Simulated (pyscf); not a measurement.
Single points on ωB97X-D3(BJ)/def2-SVP structures (PySCF, gas phase).

**Question.** For the elementary gas-phase step `[CH2]=[SiH][Cl]` + `[H][H]` → `[CH2]=[SiH2]` + `[ClH]` (singlet surface; Cl–Si, H–H broken, H–Si, Cl–H formed), what barrier and reaction energy does ωB97M-D3(BJ)/def2-TZVP give, measured from the separated reactants?

**Answer.** ΔE‡ = 45.2 kcal/mol, ΔE = +16.9 kcal/mol. Zero-point energy shifts the barrier by +2.1 kcal/mol. It is a four-centre exchange, with an imaginary mode of 1126i cm⁻¹. On the product side the descent ends in a complex, 4.7 kcal/mol under the separated species and 31.9 kcal/mol under the saddle at ωB97X-D3(BJ)/def2-TZVP. The same reactants have a lower exit, to H₃C–SiH₂–Cl (barrier +28.4 kcal/mol at ωB97M-D3(BJ)/def2-TZVP, against +45.2 kcal/mol here). H₂C=SiH–Cl lies 13.7 kcal/mol over its isomer H₃C–Si:–Cl [singlet] (electronic energy, ωB97M-D3(BJ)/def2-TZVP). This is the saddle that the search found; another between the same sides may lie lower.
